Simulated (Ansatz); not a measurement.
**CHBSi+ (doublet): the correlation ladder, def2-TZVPP**

One table from this session's results is given with a row withheld; the runs are named, their logs left out.

Method: def2-TZVPP, core rule «outside noble gas», up to 7 orbitals frozen; program: Ansatz 0.2.0, Gaussian basis.

The runs, in order: UHF; ROHF; CCSD(T) on UHF.

2 further runs of the same task are left out: 2 set aside as unsound or not needed.

**What is computed**

The geometry is a PBE0/def2-TZVP stationary point (not a proven minimum) of the parent state, kept for this charge and spin.

4 atoms, charge 1, spin multiplicity 2.

Atoms are counted from 1 here; the program's logs count them from 0.

Bond lengths: B1–C2 1.363 Å, B1–H4 1.175 Å, C2–Si3 1.675 Å. Angles: C2–B1–H4 180.0°, B1–C2–Si3 180.0°.

The first run:

in.yaml

```yaml
crystal:
  periodic: [false, false, false]
  atoms:
    - {symbol: B, position_ang: [0.000000, 0.000000, 0.806500]}
    - {symbol: C, position_ang: [0.000000, 0.000000, -0.556100]}
    - {symbol: Si, position_ang: [0.000000, 0.000000, -2.231400]}
    - {symbol: H, position_ang: [0.000000, 0.000000, 1.981000]}
basis:
  gaussian: {orbitals: def2-TZVPP}
total_charge: 1
magnetization: {spin_polarized: true, initial_magnetization: 1}
hamiltonian: {xc: hf}
output: {orbitals: {seedname: orbitals}}
```

Launch:

```bash
ansatz run in.yaml --threads 1 --pin off --events-out ev --progress --plain --max-ram 4096MiB --backend cpu
```

Steps of the session up to this table: UHF; ROHF; CCSD(T) on UHF.

One of the session's tables, all rows but one given; the rest of the session is left out.

```
  method  from UCCSD(T) (kJ/mol)
    ROHF                  +828.0
     UHF                       ?
    UMP2                  +126.4
   UCCSD                   +37.3
UCCSD(T)                       0
```

Estimate the missing values for UHF.

As computed: from UCCSD(T) (kJ/mol): +820.3. In the column «from UCCSD(T) (kJ/mol)» it lies between UMP2 (+126.4) and ROHF (+828.0).
